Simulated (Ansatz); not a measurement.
# Pulling the pair apart

The pair of H₂O (SMILES O, atoms 1–3) and HCl (SMILES Cl, atoms 4–5), both closed shells, in one local arrangement (a lower one may exist), relaxed at PBE0-D4/def2-TZVP:

```
atom    x (Å)    y (Å)    z (Å)
  O1   0.2762   0.1322  -0.7974
  H2   0.2899  -0.7294  -1.2225
  H3  -0.4132   0.6342  -1.2401
 Cl4  -0.1957  -0.0719   2.2691
  H5   0.0428   0.0348   0.9910
```

HCl is shifted rigidly along the line between the mean atom positions of the two fragments (negative: closer). Counterpoise interaction energies in kJ/mol. Ansatz 0.2.0; basis: def2-TZVPPD; cores frozen in the correlated methods. B3LYP uses VWN-RPA correlation.

```tsv
shift (Å)	r2SCAN-D4	B3LYP-D4	PBE-D4
-0.31	-17.2	-11.2	-16.8
-0.16	-25.1	-21.3	-25.4
0.00	-26.9	-24.5	-27.5
0.16	-25.7	-24.2	-26.4
0.37	-22.0	-21.2	-22.7
0.78	-14.8	-14.5	-15.5
1.55	-6.7	-6.5	-7.0
3.11	-2.0	-1.9	-1.9
```

(1) What does CCSD(T) give at these shifts? (An estimate is asked for; the value comes from the calculation.)

T1 diagnostic: at most 0.009.

Answers

(1) Computed: -3.5, -15.3, -20.0, -20.8, -19.1, -13.7, -6.5, -1.9 kJ/mol. For zero shift, CCSD(T) at an estimated basis limit (MP2 extrapolated from triple and quadruple zeta, plus CCSD(T) − MP2 in triple zeta) gives -22.6 kJ/mol. These are counterpoise interaction energies, counted from the two frozen fragments.

For scale, one of the runs: CCSD(T)/def2-TZVPPD, 142 basis functions, launched by `ansatz run in.yaml --threads 2 --pin off --events-out ev --progress --plain --max-ram 5222MiB`. The run took 8.5 s on 2 CPU threads of an Intel Xeon Platinum 8175M (shared host), with 0.8 GiB of host memory at its peak.
